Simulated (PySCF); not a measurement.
**One molecule, many functionals**

Species: 2-fluoroethanol, C2H5FO.
SMILES: `OCCF`

Linear-response calculations in the def2-SVPD basis (PySCF; singlets by full response, triplets Tamm–Dancoff, core orbitals frozen in the response; HF means time-dependent Hartree–Fock). 'Strongest' is the level of largest summed f among the singlets computed (10 roots, of which the last may lack a degenerate partner); it can jump between rows when another state enters that window. S1 is the lowest singlet of each run and needn't be the same state throughout; f(S1) is that of one state. Geometry: PBE0-D3(BJ)/def2-SVP, one conformer, isolated molecule.

```json
{"functional": "LDA", "kind": "LDA", "S1 (eV)": "6.61", "f(S1)": "0.018", "strongest (eV)": "8.05", "T1 (eV)": "6.38", "HOMO (eV)": "-6.69", "gap (eV)": "6.50", "ionisation energy, ΔSCF (eV)": "10.62"}
{"functional": "PBE", "kind": "GGA", "S1 (eV)": "6.55", "f(S1)": "0.017", "strongest (eV)": "7.99", "T1 (eV)": "6.29", "HOMO (eV)": "-6.56", "gap (eV)": "6.45", "ionisation energy, ΔSCF (eV)": "10.44"}
{"functional": "B3LYP", "kind": "global hybrid, 20% exact exchange", "S1 (eV)": "7.19", "f(S1)": "0.013", "strongest (eV)": "8.34", "T1 (eV)": "6.90", "HOMO (eV)": "-7.99", "gap (eV)": "8.33", "ionisation energy, ΔSCF (eV)": "10.84"}
{"functional": "PBE0", "kind": "global hybrid, 25% exact exchange", "S1 (eV)": "7.44", "f(S1)": "0.013", "strongest (eV)": "8.64", "T1 (eV)": "7.11", "HOMO (eV)": "-8.22", "gap (eV)": "8.89", "ionisation energy, ΔSCF (eV)": "10.79"}
{"functional": "BHandHLYP", "kind": "global hybrid, 50% exact exchange", "S1 (eV)": "8.03", "f(S1)": "0.011", "strongest (eV)": "9.44", "T1 (eV)": "7.64", "HOMO (eV)": "-9.87", "gap (eV)": "11.02", "ionisation energy, ΔSCF (eV)": "10.93"}
{"functional": "wB97X-D", "kind": "range-separated hybrid", "S1 (eV)": "7.77", "f(S1)": "0.013", "strongest (eV)": "9.16", "T1 (eV)": "7.49", "HOMO (eV)": "-10.18", "gap (eV)": "12.52", "ionisation energy, ΔSCF (eV)": "10.91"}
{"functional": "LC-wPBE", "kind": "range-separated hybrid", "S1 (eV)": "7.98", "f(S1)": "0.012", "strongest (eV)": "9.60", "T1 (eV)": "7.56", "HOMO (eV)": "-11.06", "gap (eV)": "13.44", "ionisation energy, ΔSCF (eV)": "11.09"}
{"functional": "HF", "kind": "Hartree–Fock", "S1 (eV)": "9.19", "f(S1)": "0.008", "strongest (eV)": "10.90", "T1 (eV)": "8.64", "HOMO (eV)": "-12.44", "gap (eV)": "15.08", "ionisation energy, ΔSCF (eV)": "not settled"}
```

What does CAM-B3LYP (range-separated hybrid) give?

S1 (eV) 7.50, f(S1) 0.012, strongest (eV) 8.90, T1 (eV) 7.15, HOMO (eV) -9.74, gap (eV) 11.02, ionisation energy, ΔSCF (eV) 11.00. S1 runs from 6.55 eV (PBE) to 9.19 eV (HF), a spread of 2.64 eV, while the orbital gap spreads over 8.6 eV. Along PBE (0%), B3LYP (20%), PBE0 (25%), BHandHLYP (50%), HF (100%) S1 rises with the share of exact exchange. −ε(HOMO) comes closest to its own ΔSCF ionisation energy with LC-wPBE (-0.03 eV) and misses most with LDA (-3.93 eV). 'Not settled' means that the ion's SCF failed to converge or may have ended in another state than the lowest.
